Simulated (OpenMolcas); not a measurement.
## How the cost of MP2 grows with the basis: C3H3N (Z-propargylimine)

C3H3N: 7 atoms, total charge 0, spin state singlet. As SMILES, `[H]/N=C\C#C`. The coordinates come from a PBE0-D4/def2-TZVP relaxation.

MP2, 4 core orbitals frozen, gradient, OpenMolcas 26.06, on 1 thread of Arm Neoverse V1, shared host. N is the number of basis functions, t the processor time.

| basis | N | t (s) | ln N | ln t |
| --- | --- | --- | --- | --- |
| 6-31G(d) | 62 | 5.8 | 4.127 | 1.758 |
| 6-31G(d,p) | 71 | 8.1 | 4.263 | 2.092 |
| 6-311G(d,p) | 90 | 17 | 4.500 | 2.833 |
| 6-311++G(d,p) | 109 | 33 | 4.691 | 3.497 |
| 6-311++G(2d,2p) | 138 | ? | 4.927 | ? |

**Question.** Fit t = C·Nᵖ to the known rows and estimate the time in 6-311++G(2d,2p).

**Answer.** 
1. Means of the 4 rows: ln N = 4.39525, ln t = 2.5450.
2. Σ(Δln N)² = 0.18789, Σ(Δln N·Δln t) = 0.58274, so the slope is 0.58274/0.18789 = 3.1015.
3. Intercept: 2.5450 − (3.1015) × 4.39525 = -11.0869. The largest residual of the fit is 0.045.
4. ln t = -11.0869 + 3.1015 × 4.927, so t ≈ 66 s.

The run took 83 s, so the estimate is too short by a factor of about 1.3. The fitted power is 3.1, with the electron count fixed. Fixed start-up costs flatten the line at the short runs, so it runs low for the long one.
